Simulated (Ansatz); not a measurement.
Input for Ansatz (development build ahead of 0.2.0):

```yaml
crystal:
  periodic: [false, false, false]
  atoms:
    - { symbol: O, position_ang: [0.01925, -0.00539, 0.03574] }
    - { symbol: O, position_ang: [-0.67902, 0.92079, 0.05219] }
    - { symbol: O, position_ang: [3.35883, 0.09381, 0.30956] }
    - { symbol: H, position_ang: [3.6778, 0.85343, 0.78107] }
    - { symbol: H, position_ang: [4.11726, -0.36473, 0.0588] }
basis:
  gaussian: { orbitals: def2-SVP }
magnetization:
  spin_polarized: true
  initial_magnetization: 2
hamiltonian:
  xc: pbe0
output:
  forces: true
```

The input is written out in the form of the current development build from the run's settings.

Results

```json
{"Converged": "yes", "Total energy": "-226.32551 hartree", "Spin squared of the determinant": "2.007", "Stability test": "minimum"}
```

Forces (eV/Å):
| atom | Fx | Fy | Fz |
| --- | --- | --- | --- |
| O1 | 1.770 | -2.346 | -0.041 |
| O2 | -1.749 | 2.341 | 0.042 |
| O3 | -2.393 | 0.704 | 0.336 |
| H4 | 0.271 | 0.529 | 0.332 |
| H5 | 2.101 | -1.228 | -0.669 |
